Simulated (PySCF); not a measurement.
Bond stretch in SiO, singlet. Each curve is given relative to its own lowest point near equilibrium.

```csv
R / Å,A,B,C,D
1.12,310.8,289.2,296.0,302.0
1.21,167.3,149.5,156.5,161.2
1.29,89.1,74.9,81.2,84.8
1.35,51.2,39.9,45.2,48.0
1.42,23.1,15.2,19.1,21.0
1.46,12.8,7.0,9.9,11.3
1.51,4.7,1.4,3.0,3.9
1.55,1.2,0.0,0.5,0.8
1.58,0.0,0.4,0.0,0.0
1.67,1.0,5.3,4.1,3.1
1.75,6.5,9.2,12.8,10.8
1.89,22.6,19.2,34.2,30.7
2.06,46.2,34.2,64.6,57.0
2.28,74.9,49.7,103.6,84.6
2.50,95.9,54.1,138.4,104.6
2.68,110.6,55.3,162.7,116.6
3.02,125.2,56.6,195.3,129.8
3.35,128.6,57.3,210.5,136.2
3.68,129.8,57.9,219.3,139.7
4.11,130.6,58.4,226.5,142.1
4.54,131.1,58.8,230.9,143.1
5.34,131.5,59.1,235.1,143.7
5.99,131.6,59.1,236.5,143.7
```

Energies in kcal/mol.

Task: Which curve belongs to which method? The methods are restricted CAM-B3LYP/6-31G (PySCF); CCSD on UHF/6-31G, 6 core orbitals frozen (PySCF); UHF/6-31G (PySCF); unrestricted PBE0/6-31G in PySCF 2.14.0.

Result: A is UCCSD; B is UHF; C is RKS-CAM-B3LYP; D is UKS-PBE0.

The unrestricted solution behind UKS-PBE0 changes between 2.06 and 2.28 Å, which can leave a kink. The unrestricted determinant behind UKS-PBE0 is spin-contaminated at 2.06 to 5.99 Å (<S²> up to 2.0, against 0.00 for a pure singlet). The unrestricted solution behind UCCSD, UHF changes between 2.06 and 2.28 Å and between 2.28 and 2.50 Å, which can leave a kink. The unrestricted determinant behind UCCSD, UHF is spin-contaminated at 1.67 to 5.99 Å (<S²> up to 2.0, against 0.00 for a pure singlet). At the longest distance RKS-CAM-B3LYP leaves fractional charges on the fragments, a sign of delocalisation error or of the restricted form. The restricted form behind RKS-CAM-B3LYP keeps the bonding electrons paired and can't separate into open-shell fragments.
